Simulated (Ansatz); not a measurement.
Input file:

```yaml
crystal:
  periodic: [false, false, false]
  atoms:
    - {symbol: C, position_ang: [0.000000, 0.000000, 1.155397]}
    - {symbol: Mg, position_ang: [0.000000, 0.000000, -0.851568]}
    - {symbol: H, position_ang: [0.000000, 0.000000, 2.244181]}
    - {symbol: H, position_ang: [0.000000, 0.000000, -2.548010]}
basis:
  gaussian: {orbitals: 6-31G}
magnetization: {spin_polarized: false, initial_magnetization: 2}
correlation: {method: fci, electrons: outside_noble_gas}
```

```sh
$ ansatz run in.yaml --threads 1 --pin off --events-out ev --progress --plain --max-ram 2393MiB
```

Log:

```
548 factors; integrals over basis functions are off by at most 2.1e-7 eV
mean field evaluation 1: about -6489.2389 eV, gradient 1.1e1 eV
mean field evaluation 2: about -6489.2543 eV, gradient 1.1e1 eV
mean field evaluation 4: about -6489.8764 eV, gradient 1.0e0 eV
mean field evaluation 8: about -6489.8809 eV, gradient 1.0e-3 eV
mean field -6489.88086424 eV, -238.4987227617 hartree, gradient 9.4e-7 eV, S^2 2.000000; 0 other end points of the search recorded, 0 dependent functions left out
mean field evaluation 16: about -6490.0391 eV, gradient 3.4e-1 eV
6 core orbitals not correlated: weight in the atoms' cores, before any rotation towards them, 1.000 or more for the frozen orbitals, at most 0.000 for the correlated occupied ones
reference -6489.88086424 eV, -238.4987227617 hartree; 5, 3 occupied and 15, 17 virtual orbitals, 548 factors
state -6492.49757751 eV, -238.5948852006 hartree
Total energy: -6492.49757751 eV, -238.5948852006 hartree
```

Ran on 1 thread of Arm Neoverse V1, shared host: 97 s wall, 0.74 GiB peak host memory.
